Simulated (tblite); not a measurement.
Isomers of C3H7OP. Method: GFN2-xTB as coded in tblite; computed harmonic values from a numerical Hessian at the method's own geometry, unscaled. This tight-binding method is rough: wavenumbers can miss measured ones by several per cent, in bad cases by 10 to 20. Modes of hydrogen on phosphorus can be 10 to 20 % off. One conformer each.

Electronic energies: GFN2-xTB at the same geometries; isomer energies are rough at this level and their order can be wrong.

```tsv
SMILES	electronic energy, lowest = 0 (kJ/mol)
C=PCOC	144.3
C[C@@H]1C[P@@H]1=O	0.0
CPC(C)=O	49.6
```

Task: How do GFN2-xTB zero-point energies change the relative energies?

Result: 
```
            SMILES  ZPE (kJ/mol)  of it from modes above 1550 cm⁻¹  electronic (kJ/mol)  with ZPE, lowest = 0 (kJ/mol)  lowest mode (cm⁻¹)  rings
C[C@@H]1C[P@@H]1=O         245.8                             123.2                  0.0                            0.0                 160      1
          CPC(C)=O         240.3                             132.5                 49.6                           44.1                  60      0
            C=PCOC         245.6                             124.5                144.3                          144.1                  65      0
```

The zero-point energies span 5.5 kJ/mol, from `CPC(C)=O` to `C[C@@H]1C[P@@H]1=O`. The order is unchanged.

Task: What do entropy and thermal enthalpy add at 298.15 K and 1 bar (rigid rotor, harmonic oscillator, one conformer each)?

Result: 
```json
{"SMILES": "C[C@@H]1C[P@@H]1=O", "point group": "C1", "symmetry number": "1", "S (J/(mol K))": "319.4", "H − H(0) (kJ/mol)": "18.34", "ZPE + H − H(0) − TS (kJ/mol)": "168.9"}
{"SMILES": "CPC(C)=O", "point group": "C1", "symmetry number": "1", "S (J/(mol K))": "346.4", "H − H(0) (kJ/mol)": "21.21", "ZPE + H − H(0) − TS (kJ/mol)": "158.2"}
{"SMILES": "C=PCOC", "point group": "C1", "symmetry number": "1", "S (J/(mol K))": "338.5", "H − H(0) (kJ/mol)": "20.15", "ZPE + H − H(0) − TS (kJ/mol)": "164.8"}
```
